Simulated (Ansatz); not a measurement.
A calculation on zinc-blende GaP returned elastic constant C11 125 GPa, elastic constant C44 64.5 GPa, Voigt–Reuss–Hill shear modulus 51.3 GPa.

For reference: elastic constant C11 140 GPa (measured, temperature not stated, not corrected to a static lattice; as tabulated in Råsander and Moram (2015), arXiv:1505.02379); elastic constant C44 70 GPa (measured, temperature not stated, no zero-point or thermal correction; as tabulated in Råsander and Moram (2015), arXiv:1505.02379).

### Question
Which level of theory produced these numbers?
A) LC-ωPBE (Ansatz (a first-principles code))
B) PBE (Ansatz)
C) r²SCAN0 (Ansatz)
D) LDA (Ansatz)

### Answer
B, PBE (Ansatz)

The others give: LC-ωPBE 171 GPa, 84.4 GPa, 66.9 GPa; LDA 142 GPa, 71.0 GPa, 56.0 GPa; r²SCAN0 153 GPa, 77.3 GPa, 61.4 GPa.

Unless a cell is named, each level is at its own relaxed cell (LC-ωPBE 19.47, LDA 19.59, PBE 20.87, r²SCAN0 20.05 Å³/atom).

Ansatz's density-functional and Hartree–Fock values are scalar-relativistic unless marked +SOC, with PAW data made under PBE.
